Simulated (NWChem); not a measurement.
A series in which one site is exchanged, each optimised at PBE0/def2-SVP with NWChem, gas phase unless a solvent is named. For some, no frequency run checked for a minimum. def2 effective core potentials on Bi; no spin-orbit coupling.

A: N (NH3; site = N)
B: [AsH3] (AsH3; site = As)
C: [BiH3] (BiH3; site = Bi)
D: [GaH3] (GaH3; site = Ga)

Values for A:

dipole (D), PBE0/def2-SVP: 1.79
orbital gap (eV), PBE0/def2-SVP: 9.10
vertical ionisation energy, ΔSCF, CAM-B3LYP/def2-SVP (eV): 10.75
static polarisability, CAM-B3LYP/def2-SVPD (bohr³): 13.4
lowest singlet excitation, CAM-B3LYP/def2-SVPD, TDA (eV): 7.05

How do these values change for the other members?


| change from A | B | C | D |
|---|---|---|---|
| dipole (D), PBE0/def2-SVP | -1.28 | -0.80 | -1.79 |
| orbital gap (eV), PBE0/def2-SVP | -0.50 | -1.44 | -2.35 |
| vertical ionisation energy, ΔSCF, CAM-B3LYP/def2-SVP (eV) | -0.27 | -0.65 | +0.55 |
| static polarisability, CAM-B3LYP/def2-SVPD (bohr³) | +21.2 | +37.7 | +19.7 |
| lowest singlet excitation, CAM-B3LYP/def2-SVPD, TDA (eV) | -0.15 | -0.78 | -1.84 |
